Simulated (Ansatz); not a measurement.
Harmonic frequencies (cm⁻¹) at PBE0-D4/def2-TZVP from Ansatz: 196, 212, 268, 308, 432, 824, 924, 977, 1070, 1131, 1152, 1333, 1432, 1468, 1490, 1740, 2722, 2989, 3022, 3086, 3106.

Each molecule was computed in one conformer, which needn't be the lowest.

Q: Which molecule is it?
A. `C/N=C/S`
B. `OC/N=C\F`
C. `C=C(N)S`
D. `C1NCS1`

A: A.
